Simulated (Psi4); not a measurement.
# doublet HO2 at 6 levels

Aim: a comparison of 6 runs (UB3LYP/6-31G*, U-revPBE/def2-TZVPPD, UB3LYP/def2-TZVPPD, UCAM-B3LYP/def2-TZVPPD, UHSE06/def2-TZVPPD, UTPSS/def2-TZVPPD) of doublet HO2. 

The results are computed with Psi4 1.11.

1 further run of the same task is left out (set aside as unsound or not needed).

### Step 1. The structure to begin with

HO2 has 3 atoms, charge 0, and is taken as a doublet. SMILES of the parent species: `[O-]O`. Geometry: relaxed at PBE0-D4/def2-TZVPD. That shape belongs to the parent species and isn't relaxed for this state.

Bond lengths: O1–O2 1.479 Å, O2–H3 0.961 Å. Angles: O1–O2–H3 100.1°.

### Step 2. Energy and gradient at UB3LYP/6-31G(d) (Cartesian functions) (run 1)

The input, ho2.py:

```python
import psi4

psi4.set_memory('2200 MB')
psi4.set_num_threads(1)
psi4.set_output_file('psi4.out', False)

m = psi4.geometry("""
0 2
O     -0.357760     1.025590    -0.080830
O     -0.242260    -0.445880    -0.180750
H      0.600030    -0.579720     0.261570
symmetry c1
no_reorient
no_com
""")

options = {'basis': '6-31G*', 'reference': 'uks', 'puream': False, 'e_convergence': 1e-09, 'd_convergence': 1e-08, 'scf_type': 'pk', 'dft_radial_points': 99, 'dft_spherical_points': 590, 'maxiter': 100}
psi4.set_options(options)

e, wfn = psi4.gradient('b3lyp', return_wfn=True)
psi4.oeprop(wfn, 'MAYER_INDICES', 'QUADRUPOLE', 'DIPOLE', title='B3LYP')
print('gradient / Eh bohr^-1')
print(e.np.round(6))
print(f'energy = {wfn.energy():.10f} Eh')
```

Launch:

```bash
python ho2.py
```

psi4.out:

```text
[...]
  Running in c1 symmetry.
[...]
  Nuclear repulsion =   29.527067200135448
[...]
  Multiplicity = 2
[...]
  Nalpha       = 9
  Nbeta        = 8
[...]
    Number of basis functions: 32
[...]
   @UKS iter   1:  -150.84764268834991   -5.48148e-01   9.19779e-03 ADIIS/DIIS
[...]
   @UKS iter  14:  -150.88658306824189   -1.27898e-12   4.81534e-09 DIIS
[...]
   @S^2 Observed:                7.532812171E-01
[...]
  @UKS Final Energy:  -150.88658306824189
   => Energetics <=
    Nuclear Repulsion Energy =             29.5270672001354484
    One-Electron Energy =                -265.9953232593050529
    Two-Electron Energy =                  99.6204658764402780
    DFT Exchange-Correlation Energy =     -14.0387928855125477
    Empirical Dispersion Energy =           0.0000000000000000
    VV10 Nonlocal Energy =                  0.0000000000000000
    Total Energy =                       -150.8865830682418903
[...]
  -Total Gradient:
     Atom            X                  Y                   Z
    ------   -----------------  -----------------  -----------------
       1       -0.006462201171     0.075677898878     0.004855598981
       2        0.021854952321    -0.077212152175     0.003328487987
       3       -0.015392680185     0.001534255997    -0.008184048157
[...]
```

The script printed:

```text
gradient / Eh bohr^-1
[[-0.006462  0.075678  0.004856]
 [ 0.021855 -0.077212  0.003328]
 [-0.015393  0.001534 -0.008184]]
energy = -150.8865830682 Eh
```

Wall time 17 s (1 thread of Intel Xeon at 2.50GHz (Skylake/Cascade Lake), shared host); peak memory 0.36 GiB.

### Step 3. Energy and forces at U-revPBE/def2-TZVPPD (run 2)

The input, calc.py:

```python
import psi4

psi4.set_memory(2200000000)
psi4.set_num_threads(1)
psi4.set_output_file('run.log', False)

mol = psi4.geometry("""
0 2
O
O 1 1.479374
H 2 0.960735 1 100.13206
symmetry c1
""")

options = {'reference': 'uks', 'puream': True, 'e_convergence': 1e-09, 'd_convergence': 1e-08, 'scf_type': 'pk', 'dft_radial_points': 99, 'dft_spherical_points': 590, 'maxiter': 100}
psi4.set_options(options)

e_tot, wfn = psi4.gradient('revpbe/def2-TZVPPD', molecule=mol, return_wfn=True)
psi4.oeprop(wfn, 'DIPOLE', 'WIBERG_LOWDIN_INDICES', 'MULLIKEN_CHARGES')
print('gradient / Eh bohr^-1')
print(e_tot.np.round(6))
print(f'energy = {wfn.energy():.10f} Eh')
for k, v in sorted(psi4.core.scalar_variables().items()):
    print(f'{k:45s} {v:18.10f}')
```

Launch:

```bash
python calc.py
```

run.log:

```text
[...]
  Running in c1 symmetry.
[...]
  Nuclear repulsion =   29.527073894341395
[...]
  Multiplicity = 2
[...]
  Nalpha       = 9
  Nbeta        = 8
[...]
    Number of basis functions: 97
[...]
   @UKS iter   1:  -150.86824443347737   -4.37912e-01   4.39015e-03 ADIIS/DIIS
[...]
   @UKS iter  12:  -150.93253716895481   -1.05160e-11   4.76199e-09 DIIS
[...]
   @S^2 Observed:                7.528398210E-01
[...]
  @UKS Final Energy:  -150.93253716895481
   => Energetics <=
    Nuclear Repulsion Energy =             29.5270738943413953
    One-Electron Energy =                -265.9025271087969031
    Two-Electron Energy =                 102.7611400783913780
    DFT Exchange-Correlation Energy =     -17.3182240328906651
    Empirical Dispersion Energy =           0.0000000000000000
    VV10 Nonlocal Energy =                  0.0000000000000000
    Total Energy =                       -150.9325371689548092
[...]
  -Total Gradient:
     Atom            X                  Y                   Z
    ------   -----------------  -----------------  -----------------
       1       -0.000524102310     0.064656149290    -0.000000000000
       2        0.020404281293    -0.067389005749     0.000000000000
       3       -0.019879890928     0.002732977805     0.000000000000
[...]
  Mulliken Charges: (a.u.)
   Center  Symbol    Alpha    Beta     Spin     Total
       1     O     4.46093  3.69554  0.76539 -0.15647
       2     O     4.15257  3.91248  0.24009 -0.06506
       3     H     0.38649  0.39198 -0.00548  0.22153
   Total alpha =  9.00000, Total beta =  8.00000, Total charge = -0.00000
  Wiberg Bond Indices using Orthogonal Lowdin Orbitals:
  Total Bond Index:
  Irrep: 1 Size: 3 x 3
[...]
```

The script printed:

```text
gradient / Eh bohr^-1
[[-0.000524  0.064656 -0.      ]
 [ 0.020404 -0.067389  0.      ]
 [-0.01988   0.002733  0.      ]]
energy = -150.9325371690 Eh
CURRENT ENERGY                                   -150.9325371690
CURRENT REFERENCE ENERGY                         -150.9325371690
DD SOLVATION ENERGY                                 0.0000000000
DFT FUNCTIONAL TOTAL ENERGY                      -150.9325371690
DFT TOTAL ENERGY                                 -150.9325371690
DFT VV10 ENERGY                                     0.0000000000
DFT XC ENERGY                                     -17.3182240329
GRID ELECTRONS ALPHA                                9.0000000082
GRID ELECTRONS BETA                                 8.0000000050
GRID ELECTRONS TOTAL                               17.0000000131
NUCLEAR REPULSION ENERGY                           29.5270738943
ONE-ELECTRON ENERGY                              -265.9025271088
PCM POLARIZATION ENERGY                             0.0000000000
PE ENERGY                                           0.0000000000
SCF ITERATION ENERGY                             -150.9325371690
SCF ITERATIONS                                     12.0000000000
SCF TOTAL ENERGY                                 -150.9325371690
TWO-ELECTRON ENERGY                               102.7611400784
XC GRID RADIAL POINTS                              99.0000000000
XC GRID SPHERICAL POINTS                          590.0000000000
XC GRID TOTAL POINTS                           171970.0000000000
```

Wall time 41 s (1 thread of Intel Xeon at 2.50GHz (Skylake/Cascade Lake), shared host); peak memory 0.83 GiB.

Runs 3 to 5 aren't shown in full; the table further down has their settings and results.

### Step 4. A single-point energy at UTPSS/def2-TZVPPD (run 6)

The input, job.json:

```json
{
  "schema_name": "qcschema_input",
  "schema_version": 1,
  "molecule": {
    "schema_name": "qcschema_molecule",
    "schema_version": 2,
    "symbols": ["O", "O", "H"],
    "geometry": [-0.67606842, 1.93808422, -0.15274656, -0.45780505, -0.84259108, -0.341568, 1.13389237, -1.09551203, 0.49429566],
    "molecular_charge": 0,
    "molecular_multiplicity": 2,
    "fix_symmetry": "c1"
  },
  "driver": "energy",
  "model": {
    "method": "tpss",
    "basis": "def2-TZVPPD"
  },
  "keywords": {
    "reference": "uks",
    "puream": true,
    "e_convergence": 1e-09,
    "d_convergence": 1e-08,
    "scf_type": "pk",
    "dft_radial_points": 99,
    "dft_spherical_points": 590,
    "maxiter": 100,
    "scf_properties": ["QUADRUPOLE", "MULLIKEN_CHARGES", "MAYER_INDICES"]
  }
}
```

Launch:

```bash
psi4 --qcschema job.json -n 1 --memory 2200MB
```

stdout:

```text
[...]
  Running in c1 symmetry.
[...]
  Nuclear repulsion =   29.527067201919131
[...]
  Multiplicity = 2
[...]
  Nalpha       = 9
  Nbeta        = 8
[...]
    Number of basis functions: 97
[...]
   @UKS iter   1:  -150.92576913397113   -4.61737e-01   4.40754e-03 DIIS/ADIIS
[...]
   @UKS iter  12:  -150.98940167859641   -2.42437e-11   8.44182e-09 DIIS
[...]
   @S^2 Observed:                7.536982378E-01
[...]
  @UKS Final Energy:  -150.98940167859641
   => Energetics <=
    Nuclear Repulsion Energy =             29.5270672019191309
    One-Electron Energy =                -265.9779490301750116
    Two-Electron Energy =                 102.8487363248346469
    DFT Exchange-Correlation Energy =     -17.3872561751751782
    Empirical Dispersion Energy =           0.0000000000000000
    VV10 Nonlocal Energy =                  0.0000000000000000
    Total Energy =                       -150.9894016785964084
[...]
 Multipole Moments:
 ------------------------------------------------------------------------------------
     Multipole            Electronic (a.u.)      Nuclear  (a.u.)        Total (a.u.)
 ------------------------------------------------------------------------------------
 L = 1.  Multiply by 2.5417464519 to convert [e a0] to [Debye]
 Dipole X            :         -0.2317391            0.8887421            0.6570030
 Dipole Y            :          0.3476045           -0.7937641           -0.4461596
 Dipole Z            :         -0.0000000           -0.0000000           -0.0000000
 Magnitude           :                                                    0.7941734
 L = 2.  Multiply by 1.3450342976 to convert [e a0^2] to [Debye ang]
 Quadrupole XX       :        -10.7164046            3.3039855           -7.4124191
 Quadrupole XY       :          2.7962856           -4.0511715           -1.2548859
[...]
```

The result, in JSON:

```text
{
 "driver": "energy",
 "model": {
  "method": "tpss",
  "basis": "def2-TZVPPD"
 },
 "success": true,
 "return_result": -150.9894016785964,
 "properties": {
  "calcinfo_nbasis": 97,
  "calcinfo_nmo": 97,
  "calcinfo_nalpha": 9,
  "calcinfo_nbeta": 8,
  "calcinfo_natom": 3,
  "nuclear_repulsion_energy": 29.52706720191913,
  "return_energy": -150.9894016785964,
  "scf_one_electron_energy": -265.977949030175,
  "scf_two_electron_energy": 102.84873632483465,
  "scf_xc_energy": -17.387256175175178,
  "scf_dipole_moment": [0.6570029641945091, -0.4461596441319336, -1.6887334836951995e-16],
  "scf_total_energy": -150.9894016785964,
  "scf_iterations": 12
 }
}
```

It took 78 s on 1 thread of Intel Xeon at 2.50GHz (Skylake/Cascade Lake), shared host; peak memory 0.94 GiB.

### Step 5. All runs side by side

```
run                                level  Cartesian functions      task  energy (Eh)  dipole moment (D)  HOMO energy (eV)  LUMO energy (eV)  wall time
  1  UB3LYP/6-31G* (Cartesian functions)                  yes  gradient  -150.886583               2.10             -8.05             -3.86       17 s
  2                 U-revPBE/def2-TZVPPD                   no  gradient  -150.932537               2.04             -6.76             -5.42       41 s
  3                   UB3LYP/def2-TZVPPD                   no  gradient  -150.966189               1.99             -8.63             -4.46       47 s
  4               UCAM-B3LYP/def2-TZVPPD                   no    energy  -150.915149               1.98            -10.54             -2.79       42 s
  5                   UHSE06/def2-TZVPPD                   no    energy  -150.817232               1.95             -8.51             -4.30       57 s
  6                    UTPSS/def2-TZVPPD                   no    energy  -150.989402               2.02             -7.09             -5.24       78 s
```

### Step 6. Results

| quantity | value |
| --- | --- |
| run 6: total energy | -150.98940 Eh |
| run 6: dipole moment | 2.02 D |
| run 6: HOMO energy (highest over α and β) | -7.09 eV |
| run 6: LUMO energy (lowest over α and β) | -5.24 eV |
| run 6: ⟨S²⟩ | 0.754 |

In words: The dipole moment (its size) runs from 1.95 D (UHSE06/def2-TZVPPD) to 2.10 D (UB3LYP/6-31G*). The two ends differ in method and basis. Totals of different functionals can't be ranked against each other. All runs together took 4.7 min, the longest 78 s.
